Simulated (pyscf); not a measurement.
H₃C–GeH₃ (SMILES [CH3][GeH3]) + CH₃• (SMILES [CH3]) → H₃C–CH₃ (SMILES CC) + GeH₃• (SMILES [GeH3]), a substitution at C (doublet surface; C–Ge broken, C–C formed). Single points on ωB97X-D3(BJ)/def2-SVP structures (PySCF, gas phase). Energies in kcal/mol from the separated reactants.

Small-basis levels: PySCF, no dispersion term, spherical d functions. Open shells are spin-unrestricted. 

### Question
In single points HF/STO-3G puts the saddle at 64.9 kcal/mol and the reaction energy at -1.9 kcal/mol. Should these be trusted to within a few kcal/mol? Compare with ωB97M-D3(BJ)/def2-TZVP.

### Answer
ωB97M-D3(BJ)/def2-TZVP gives ΔE‡ = 33.2 kcal/mol and ΔE = -15.4 kcal/mol. HF/STO-3G lies 31.7 kcal/mol over it in the barrier and 13.5 kcal/mol over it in the reaction energy, so on this step it does not hold to within 3.0 kcal/mol. ωB97M-D3(BJ)/def2-TZVP has limits of its own. The same reactants have a lower exit, to H₃C–GeH₂• + CH₄ (barrier +5.4 kcal/mol at ωB97M-D3(BJ)/def2-TZVP, against +33.2 kcal/mol here). One saddle was located; it need not be the lowest between these sides. The angle at the attacked C is 180°. In the def2 sets elements up to Kr have no core potential.
